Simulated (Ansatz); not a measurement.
# AlO (doublet): RPA-PBE over a scan of the distance Al1–O2, 6-31G

How well do these functionals follow the top wave-function level for AlO (doublet) over a scan of the distance Al1–O2?

Program: Ansatz 0.2.0, Gaussian basis. Level of theory: 6-31G, all electrons in the functionals, frozen cores in the correlation of double hybrids and RPA. These are calculated values, not measurements.

The runs, in order: RPA-PBE, at 1.277 Å; 1.478 Å; 1.620 Å; 1.747 Å; 1.934 Å; 2.239 Å; 2.565 Å; 3.044 Å; 3.497 Å; 4.435 Å; 5.519 Å.

33 further runs of the same task are left out: 13 for a known fault of the program, 15 that didn't finish, 5 set aside as unsound or not needed.

### 1 What is computed

The geometry derives from a PBE0/def2-TZVP stationary point (not a proven minimum). One bond is set to the value named and the two fragments are kept rigid.

2 atoms, charge 0, spin multiplicity 2.

Atoms are counted from 1 here; the program's logs count them from 0.

Bond lengths: Al1–O2 1.620 Å.

No dispersion term is added.

The geometry shown and the zero of energy belong to the point 1.620 Å. The yardstick, FCI, and other wave-function levels (R restricted, U unrestricted, valence and pair active spaces) come from earlier runs.

### 2 RPA-PBE, 1.277 Å

File in.yaml:

```yaml
crystal:
  periodic: [false, false, false]
  atoms:
    - {symbol: Al, position_ang: [0.000000, 0.000000, 0.000000]}
    - {symbol: O, position_ang: [0.000000, 0.000000, 1.277000]}
basis:
  gaussian: {orbitals: 6-31G}
magnetization: {spin_polarized: true, initial_magnetization: 1}
hamiltonian: {xc: {name: PBE}}
correlation: {method: rpa, electrons: outside_noble_gas}
```

Run with:

```bash
ansatz run in.yaml --threads 1 --pin off --events-out ev --progress --plain --max-ram 2393MiB
```

Further steps of the session: RPA-PBE, 1.478 Å; RPA-PBE, 1.620 Å; RPA-PBE, 1.747 Å; RPA-PBE, 1.934 Å; RPA-PBE, 2.239 Å; RPA-PBE, 2.565 Å; RPA-PBE, 3.044 Å; RPA-PBE, 3.497 Å; RPA-PBE, 4.435 Å; RPA-PBE, 5.519 Å.

Before running them: what should the planned runs give, taken together? Wanted: span of the FCI curve; largest miss, RPA-PBE.

**Answer**, as computed:

| quantity | value |
| --- | --- |
| span of the FCI curve | 585.0 kJ/mol |
| largest miss, RPA-PBE | -89.5 kJ/mol (4.435 Å) |

RPA-PBE strays by up to 89.5 kJ/mol, at 4.435 Å. RPA-PBE clearly breaks the spin symmetry at some points (⟨S²⟩ up to 0.76 above the pure value), so energy there is bought with a mixed spin. Functionals and the yardstick converge differently with the basis, so part of each miss in 6-31G is the basis.
